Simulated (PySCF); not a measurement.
C₃H₄ClF.
SMILES with atom numbers: `[F:1]/[CH:2]=[CH:3]/[CH2:4][Cl:5]` (hydrogens: H6 on C2; H7 on C3; H8, H9 on C4)

Computed geometry: GFN2-xTB, gas phase.

Task: Give the optimised bond lengths and angles.

Result: 
```json
{"bond": "F1–C2", "length (pm)": "133.8"}
{"bond": "C2=C3", "length (pm)": "132.1"}
{"bond": "C3–C4", "length (pm)": "148.3"}
{"bond": "C4–Cl5", "length (pm)": "180.2"}
{"bond": "C2–H6", "length (pm)": "108.1"}
{"bond": "C3–H7", "length (pm)": "108.0"}
{"bond": "C4–H8, C4–H9", "length (pm)": "108.9"}
```

Bonds in one row agree within 1 pm and their mean is given. A selection of angles:
```json
{"angle": "F1–C2–C3", "degrees": "121.8"}
{"angle": "F1–C2–H6", "degrees": "112.1"}
{"angle": "C3–C2–H6", "degrees": "126.2"}
{"angle": "C2–C3–C4", "degrees": "122.9"}
{"angle": "C2–C3–H7", "degrees": "119.8"}
{"angle": "C4–C3–H7", "degrees": "117.3"}
{"angle": "C3–C4–Cl5", "degrees": "109.3"}
{"angle": "C3–C4–H8", "degrees": "112.1"}
{"angle": "Cl5–C4–H8", "degrees": "106.7"}
{"angle": "Cl5–C4–H9", "degrees": "106.0"}
{"angle": "H8–C4–H9", "degrees": "110.6"}
```

Dihedral angles: F1–C2–C3–C4 179° (antiperiplanar); C2–C3–C4–Cl5 -107° (anticlinal). The mirror-image conformer, all signs reversed, is as good.

The C–C distances run from 1.321 Å (C2=C3, drawn double) to 1.483 Å (C3–C4, drawn single), a spread of 0.162 Å. Of the pairs four or more bonds apart, H6···H8 is among the closest relative to their van der Waals radii: 2.50 Å, 104 % of the sum of Bondi's values.

Point group: C1 (no symmetry element, even within 0.4 Å). Not checked by GFN2-xTB frequencies. The numbers are those of one conformer.
